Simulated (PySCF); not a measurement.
Bond dissociation energies of 1-butyne

Molecule: 1-butyne, `C#CCC` (C4H6). Atom numbers as in the mapped SMILES `[CH:1]#[C:2][CH2:3][CH3:4]`.

Level of theory: PBE0-D3(BJ)/def2-TZVP single points in PySCF, grid level 2; every species was optimised with PBE0-D3(BJ)/def2-SVP. Thermal corrections: GFN2-xTB frequencies, unscaled, ideal gas at 298.15 K and 1 bar, quasi-RRHO entropy. These were taken at the GFN2-xTB minima.

| bond | r / Å | radicals | BDE(298 K) / eV | BDFE / eV | D₀ / eV | Dₑ / eV |
| --- | --- | --- | --- | --- | --- | --- |
| C3–C4 | 1.528 | `C#C[CH2]` + CH3• | 3.28 | 2.78 | 3.19 | 3.57 |
| C3–H | 1.104 | `C#C[CH]C` + H• | 3.59 | 3.20 | 3.51 | 3.91 |
| C4–H | 1.100 | `C#CC[CH2]` + H• | 4.30 | 3.91 | 4.22 | 4.64 |

Homolysis to relaxed radicals in the gas phase; the table need not hold every single bond outside rings.

Weakest of these: C3–C4 (3.28 eV); strongest: C4–H (4.30 eV).

Known limits: radicals beside a multiple bond are drawn in one resonance form, and their spin spreads.
